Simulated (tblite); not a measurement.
Species: C₄HN₂ (doublet state).
SMILES with atom numbers: `[H]/[N:4]=[C:3](\[C:2]#[C:1])[C:5]#[N:6]` (hydrogens: H7 on N4)
Bond orders are those of one Lewis drawing.

Computed with GFN2-xTB (tblite), gas phase: L-BFGS steps from a force-field or distance-geometry start until the largest atomic force falls under 0.01 eV/Å.

Step 0: E = -398.4245 eV
```
atom  x, y, z in Å  |  force x, y, z in eV/Å
C1     -1.4767    1.9410   -0.0808   -0.328   0.556  -0.029
C2     -0.7774    0.9695   -0.0547    1.146  -0.538   0.066
C3      0.0969   -0.1870    0.0070   -1.976  -1.350  -0.015
N4     -0.4929   -1.3317    0.0498    0.462   0.872   0.027
C5      1.5155   -0.0436   -0.0011    1.716   0.262  -0.020
N6      2.6700    0.0863   -0.0103   -2.264  -0.227   0.020
H7     -1.5320   -1.4295    0.0630    1.244   0.424  -0.048
```

Step 1: E = -398.3616 eV
```
atom  x, y, z in Å  |  force x, y, z in eV/Å
C1     -1.4814    1.9489   -0.0812    1.144  -1.426   0.029
C2     -0.7610    0.9618   -0.0538   -0.641   1.813  -0.018
C3      0.0686   -0.2063    0.0068    0.624   0.856  -0.082
N4     -0.4863   -1.3192    0.0502   -0.445  -1.343   0.102
C5      1.5400   -0.0398   -0.0014   -6.868  -0.786   0.044
N6      2.6377    0.0830   -0.0100    5.317   0.640  -0.039
H7     -1.5142   -1.4235    0.0623    0.870   0.246  -0.035
```

Step 2: E = -398.5141 eV
```
atom  x, y, z in Å  |  force x, y, z in eV/Å
C1     -1.4766    1.9436   -0.0812    0.504  -0.556   0.004
C2     -0.7593    0.9693   -0.0536   -0.061   0.940   0.004
C3      0.0630   -0.2078    0.0062    0.427   0.837  -0.074
N4     -0.4867   -1.3226    0.0509   -0.209  -1.311   0.094
C5      1.5100   -0.0430   -0.0012    0.401   0.054  -0.014
N6      2.6566    0.0855   -0.0101   -1.508  -0.119   0.014
H7     -1.5037   -1.4202    0.0619    0.446   0.157  -0.028
```

Task: Estimate the geometry and energy of step 3. (The exact step hangs on the optimiser's Hessian estimate; all steps are aligned on step 2, rigid shifts and turns removed.)

Result: E = -398.5158 eV, largest force 2.276 eV/Å
```
atom  x, y, z in Å  |  force x, y, z in eV/Å
C1     -1.4683    1.9342   -0.0811   -1.141   1.638  -0.060
C2     -0.7608    0.9845   -0.0535    1.684  -1.529   0.078
C3      0.0692   -0.1956    0.0051   -0.777  -1.013   0.009
N4     -0.4900   -1.3420    0.0523    1.166   0.810  -0.003
C5      1.5057   -0.0434   -0.0014   -0.493   0.002  -0.011
N6      2.6437    0.0848   -0.0099   -0.383  -0.012   0.006
H7     -1.4961   -1.4176    0.0615   -0.057   0.103  -0.020
```

The energy changes by -0.0017 eV. The first-order estimate −F·Δx gives -0.0846 eV and the mean of the old and new forces, exact on a quadratic surface, -0.0021 eV. The step makes an angle of 22° with the force vector and moves no atom by more than 0.020 Å.

What follows is the cost of the whole relaxation. On one thread, Arm Neoverse V1 (aarch64), shared host with 32 logical CPUs at a one-minute load of 13, this took 0.12 s.
